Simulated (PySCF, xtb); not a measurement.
C₂H₆OS, SMILES CS(C)=O.

Harmonic wavenumbers (cm⁻¹) from xtb with GFN2-xTB at its own minimum, in rising order: 117, 178, 270, 306, 362, 654, 664, 818, 867, 899, 938, 1144, 1283, 1290, 1431, 1443, 1452, 1463, 3054, 3055, 3065, 3069, 3073, 3077.

Problem. What does PySCF 2.14.0 with PBE0-D3(BJ)/def2-SVP give at its own minimum? (The exact figures need the calculation; the answer reports its results.)

Solution. 180, 229, 284, 314, 367, 659, 684, 875, 914, 953, 1013, 1138, 1283, 1308, 1410, 1424, 1428, 1447, 3060, 3061, 3191, 3192, 3198, 3198. Paired by order, the mean absolute difference is 42 cm⁻¹ and the zero-point energies are 48.6 and 49.8 kcal/mol.
